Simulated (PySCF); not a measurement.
Ethenylcyclopropane, C5H8.
Numbering: `[CH2:1]=[CH:2][CH:3]1[CH2:4][CH2:5]1`

Structure used (PBE0-D3(BJ)/def2-SVP), in Å, numbered top down from 1:
```
atom  x, y, z in Å
C1     1.847   -0.408    0.528
C2     1.193    0.363   -0.343
C3    -0.254    0.686   -0.319
C4    -1.234   -0.067    0.526
C5    -1.251   -0.251   -0.960
H6     1.346   -0.861    1.389
H7     2.915   -0.612    0.413
H8     1.752    0.805   -1.177
H9    -0.470    1.750   -0.470
H10   -2.045    0.499    0.992
H11   -0.863   -0.895    1.136
H12   -0.863   -1.193   -1.358
H13   -2.072    0.183   -1.537
```

Method used: delta-SCF UKS SCAN, pcX-2 on the ionised atom, pcseg-1 elsewhere, spin-free X2C (PySCF 2.14.0). Every row has its own mixed basis.

```tsv
ionised atom	basis functions	E(ground) (Eh)	E(ionised) (Eh)
C1	141	-195.24374	-184.58750
C2	141	-195.24413	-184.56816
C3	141	-195.24443	-184.55979
C4	141	-195.24377	-184.56400
```

What are the 1s binding energies?

E(ionised) − E(ground), at 27.2114 eV a hartree:

| atom | environment | difference (Eh) | binding energy (eV) |
| --- | --- | --- | --- |
| C1 | terminal =CH2 carbon | 10.65624 | 289.97 |
| C2 | alkene CH carbon | 10.67597 | 290.51 |
| C3 | allylic carbon | 10.68464 | 290.74 |
| C4 | three-membered-ring carbon | 10.67977 | 290.61 |

Only 1s holes are shown. One atom of each set of topologically equivalent atoms was ionised and stands for the set; in this conformer not all members are related by symmetry, and their own values weren't computed. Isolated species at its PBE0-D3(BJ)/def2-SVP geometry (one conformer only).
